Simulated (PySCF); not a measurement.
**Adding and removing an electron: NO**

PBE0; PySCF, no relativity, basis sets N 6-31G(d,p), O 6-31G(d,p). Neutral (UKS): doublet (π ↑), Re = 1.152 Å, ωe = 2054 cm⁻¹, De = 6.52 eV, HOMO -6.09 eV, LUMO -2.46 eV.

NO⁺ (UKS): singlet (closed shell), Re = 1.068 Å, ωe = 2540 cm⁻¹, De = 10.63 eV to N + O⁺. The energies at the minima are -129.74809 hartree for NO and -129.39424 for NO⁺.

Question: Work out the adiabatic ionisation energy, without and with harmonic zero-point energies (1 hartree = 27.2114 eV, 1 eV = 8065.5 cm⁻¹), and the change of the bond length.

Answer: At PBE0: 0.35385 hartree = 9.629 eV between the minima; the zero-point term (2540.0 − 2054.0)/2 cm⁻¹ = +0.030 eV makes it 9.659 eV. Re changes by -8.4 pm against the neutral. The electron leaves a π orbital, and the shorter bond of the ion fits an antibonding orbital, or a change in how ionic the bond is.

For an ion De counts to the pair picked by the measured ionisation energies or electron affinities, which need not be the lowest pair at this level. States were picked by a PBE0 search and need not be the measured ground states.
